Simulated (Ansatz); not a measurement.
Geometry optimisation, RKS B3LYP-D4/def2-SVP (Ansatz 0.2.0).

Input file:

```yaml
crystal:
  periodic: [false, false, false]
  atoms:
    - { symbol: Si, position_ang: [-0.89624, 0.555345, 0.110346] }
    - { symbol: H, position_ang: [1.21989, -0.202827, 1.531973] }
    - { symbol: C, position_ang: [2.023488, -0.114144, 0.777126] }
    - { symbol: H, position_ang: [2.463167, -1.106074, 0.604925] }
    - { symbol: H, position_ang: [1.64654, 0.269132, -0.186378] }
    - { symbol: H, position_ang: [2.779262, 0.586213, 1.158368] }
    - { symbol: H, position_ang: [-0.332714, 0.999508, -1.244471] }
    - { symbol: Si, position_ang: [-1.062219, -1.691054, -0.730045] }
    - { symbol: H, position_ang: [-1.32898, -2.667022, 0.368927] }
    - { symbol: H, position_ang: [-2.289177, -1.65344, -1.59948] }
    - { symbol: H, position_ang: [0.073483, -2.224137, -1.54459] }
basis:
  gaussian: { orbitals: def2-SVP }
hamiltonian:
  xc: b3lyp
  dispersion: d4
relax:
  f_tol: 0.03
  max_steps: 50
```

Command:

```bash
$ ansatz run input.yaml --threads 2 --pin off --max-ram 3072MiB --backend cpu --events-out ev --progress --plain --runs-dir out
```

Task: Where does it end, and by what steps?

Result: The run converged. After 3 steps the energy has fallen by 0.007 eV; H4 moved furthest, 0.07 Å.

```json
{"step": "0", "energy less start (eV)": "0.0000", "largest force component (eV/Å)": "0.127", "accepted": "yes"}
{"step": "1", "energy less start (eV)": "0.0012", "largest force component (eV/Å)": "0.186", "accepted": "no"}
{"step": "2", "energy less start (eV)": "-0.0068", "largest force component (eV/Å)": "0.038", "accepted": "yes"}
{"step": "3", "energy less start (eV)": "-0.0075", "largest force component (eV/Å)": "0.026", "accepted": "yes"}
```

```xyz
11
Properties=species:S:1:pos:R:3
Si -0.835 0.572 0.112
H 1.178 -0.232 1.511
C 1.975 -0.128 0.756
H 2.412 -1.116 0.561
H 1.601 0.279 -0.200
H 2.732 0.564 1.150
H -0.279 1.019 -1.245
Si -1.038 -1.682 -0.696
H -1.297 -2.677 0.390
H -2.258 -1.660 -1.574
H 0.106 -2.187 -1.519
```

Whether the end is a true minimum wasn't checked by a vibrational analysis.

Time of the run: 8.9 s on 2 threads of Arm Neoverse V1, on a shared host, peak memory 0.17 GiB.
